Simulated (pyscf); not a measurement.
PySCF, gas phase, ωB97X-D3(BJ)/def2-SVP geometries.

Task: Estimate the classical barrier height and the reaction energy of HBe–CH₃ + CH₄ → H₃C–Be–CH₃ + H₂ at ωB97M-D3(BJ)/def2-TZVP. The step runs on the singlet surface, breaks Be–H, C–H and forms Be–C, H–H; take the separated reactants as zero.

Result: ΔE‡ = 31.8 kcal/mol, ΔE = +4.0 kcal/mol. Zero-point energy shifts the barrier by -0.2 kcal/mol. It is a four-centre exchange, with an imaginary mode of 1359i cm⁻¹. At the saddle there is also a short Be–H contact that neither side keeps. This is the saddle that the search found; another between the same sides may lie lower.
